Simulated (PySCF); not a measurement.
## Ne: ionisation energy

Ne [Ne] (1S) → Ne⁺ [He] 2s2 2p5 (2P), as a difference of total energies. Computed with PySCF 2.14 in x2c-QZVPPall, with the spin-free X2C one-electron Hamiltonian (Gaussian nucleus). Correlated levels: valence and next inner shell: nothing frozen. The calculations carry no spin-orbit coupling.

```tsv
method	ionisation energy (eV)	error (eV)
UHF	19.641	-1.956
MP2 (valence and next inner shell)	21.674	+0.077
SCS-MP2 (valence and next inner shell)	21.529	-0.068
CCSD (valence and next inner shell)	21.404	-0.193
CCSD(T) (valence and next inner shell)	21.469	-0.128
```

Reference: 21.597 eV (measured; NIST levels, between the centres of gravity of the two terms).

Errors of the correlated levels include the incompleteness of this basis.
